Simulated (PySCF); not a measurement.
**Be: ionisation energy**

Be [He] 2s2 (1S) → Be⁺ [He] 2s1 (2S), as a difference of total energies. Calculation: PySCF 2.14, in dyall-av3z (15s9p4d2f, 76 functions); scalar relativity by spin-free X2C-1e. Correlated levels: valence: 1s2 frozen; virtual orbitals above 40 to 60 times the deepest correlated orbital energy dropped. The calculations carry no spin-orbit coupling.

```tsv
method	ionisation energy (eV)	error (eV)
UHF	8.044	-1.279
MP2 (valence)	8.838	-0.485
SCS-MP2 (valence)	8.997	-0.326
CCSD (valence)	9.296	-0.027
```

Reference: 9.323 eV (measured; NIST Atomic Spectra Database, ionization energies).

Errors of the correlated levels include the incompleteness of this basis and the frozen core.

With two correlated electrons CCSD is exact in that space.
